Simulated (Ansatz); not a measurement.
## Ansatz (development build ahead of 0.2.0) run

```yaml
crystal:
  periodic: [false, false, false]
  atoms:
    - { symbol: B, position_ang: [0.0, 0.0, 0.0] }
    - { symbol: Cl, position_ang: [0.0, 0.0, 4.416] }
    - { symbol: C, position_ang: [0.0, 0.0, -1.6] }
basis:
  gaussian: { orbitals: pcseg-2 }
magnetization:
  initial_magnetization: 2
hamiltonian:
  xc: pbe0
```

The input is written out in the form of the current development build from the run's settings.

Results

- Converged: yes
- Total energy: -522.53995 hartree
- Spin squared of the determinant: 2.000
- Stability test: minimum among restricted orbitals

Caution: stretched shape with no unrestricted run beside it, a lower state can exist; charge can spread falsely over distant fragments; other spin multiplicities may lie lower.
